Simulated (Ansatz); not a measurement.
What does this script print? It uses the Ansatz DFT code, driven from Python.

`run_relaxed_scan.py`:
```python
"""Relaxed scan of one distance in C2H3Si."""

import ansatz
from ase import Atoms
import numpy as np

BASIS_SET = "def2-SVP"
XC = "HF"

atoms = Atoms(["C", "C", "Si", "H", "H", "H"], positions=[
    (1.053, -1.3651, 0.5567),
    (0.4401, -0.3366, 0.1508),
    (-0.4632, 1.2006, -0.4734),
    (1.5729, -2.187, 0.8907),
    (-1.174, 0.9075, -1.7299),
    (-1.3868, 1.7166, 0.5589),
])
c2h3si = ansatz.Crystal.molecule_from_ase(atoms)

job = (
    c2h3si.calculation()
    .basis(gaussian=BASIS_SET)
    .functional(XC)
    .spin("collinear", total=1)
)
symbols = [site.symbol for site in c2h3si.cartesian_sites]
pairs = [(0, 1), (0, 3), (1, 2), (2, 4), (2, 5)]
print("held (A)   E (eV)        ", "  ".join(f"{symbols[i]}{i}-{symbols[j]}{j}" for i, j in pairs))
for length in [1.16, 1.26, 1.37, 1.52, 1.71]:
    report = job.relax(constraints=[ansatz.DistanceConstraint((0, 1), at=length)], force_tolerance=0.02, max_steps=60).run().report
    xyz = np.array(report["positions_ang"])
    print(f"{length:6.2f} {report['free_energy_ev']:14.5f}  ", "  ".join(f"{np.linalg.norm(xyz[i] - xyz[j]):.3f}" for i, j in pairs))
```

Output of `python run_relaxed_scan.py`:
```text
held (A)   E (eV)         C0-C1  C0-H3  C1-Si2  Si2-H4  Si2-H5
DeckWarning: relax.constraints: the input's atoms, or those drawn, lie off the distances that are held; a relaxation that starts there is brought onto them ahead of its first SCF, by positions alone, an atom by 5.21e-2 Å at the most. With the symmetry detection on, the symmetry is detected on the input's atoms as so brought (as typed, where only the drawn atoms reach the distances), and notices that speak of the structure as typed mean those atoms
  1.16    -9963.76927   1.160  1.066  1.838  1.478  1.478
  1.26    -9963.77446   1.260  1.067  1.821  1.477  1.477
  1.37    -9963.19297   1.370  1.073  1.810  1.477  1.477
  1.52    -9962.20907   1.520  1.079  1.809  1.477  1.477
  1.71    -9960.82189   1.710  1.082  1.811  1.478  1.476
```
(Warnings from the package without file and line, repeats left out.)

Total energies depend on the basis set; only differences at equal settings carry meaning. The energies are electronic: no zero-point or thermal terms, and the basis set is short of its limit. The species is open-shell (spin multiplicity 2). The expectation value of S² is noticeably off S(S+1) in at least one run, so that state is spin-contaminated. Hardware and time: 64 s on 1 thread of Arm Neoverse V1, with other jobs on the host, peak memory 0.19 GiB.
